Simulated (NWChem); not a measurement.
Correlation energy of nitrogen (N2)

```
N
N 1 1.1004
```
Charge 0, spin multiplicity 1.

All runs are NWChem calculations. The geometry was optimised at B3LYP/def2-SVP, a minimum by its harmonic frequencies.

Basis set: 6-31G*. Each correlation energy counts from its own Hartree-Fock reference.

| method | correlation energy (mHa) | difference from CCSD(T) |
|---|---|---|
| MP2 | -306.1 | +14.7 |
| SCS-MP2 | -296.4 | +24.3 |
| CCSD | -309.0 | +11.8 |
| CCSD+T(CCSD) | -321.4 | -0.7 |
| CCSD(T) | -320.8 | 0.0 |
| CR-CCSD[T] | -319.0 | +1.8 |
| CR-CCSD(T) | -318.5 | +2.3 |
| CCSDT | -320.9 | -0.1 |

The values span 25.0 mHa, from CCSD+T(CCSD) (lowest) to SCS-MP2 (highest). 

The correlated methods keep 2 core orbitals frozen. The Pople sets run with spherical d functions. No row is a measurement; the coupled-cluster row has its own basis-set and correlation limits.
